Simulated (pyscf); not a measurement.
Thermochemistry of product channels of `[CH3][CH]=[NH]` + `[H]` [doublet] on the doublet surface, in kcal/mol, from CCSD(T)/def2-TZVPP + ΔMP2(QZVPP) energies (ideal gas, 1 atm, RRHO with modes under 100 cm⁻¹ raised to 100, one conformer, R ln 2 for rigid chiral ones). PySCF, gas phase, ωB97X-D3(BJ)/def2-SVP geometries. MP2 and CC: frozen core, UHF for open shells. ΔMP2 is the change of the MP2 total energy from the triple- to the quadruple-zeta basis.

```
products                       ΔE  ΔH(298 K)  ΔG(600 K)  ΔG(1200 K)
--------------------------  -----  ---------  ---------  ----------
`[CH3][CH2][NH]` [doublet]  -31.0      -26.4      -12.4        +2.5
`[CH3][CH][NH2]` [doublet]  -39.8      -34.6      -21.0        -6.7
```

The channel to H₃C–CH₂–NH• turns unfavourable between 298 and 1200 K (ΔG from -19.6 kcal/mol to +2.5 kcal/mol).

These are energies of the channels, which say nothing of barriers. The CCSD(T) − MP2 part came from Ansatz, without density fitting, on the same reference.
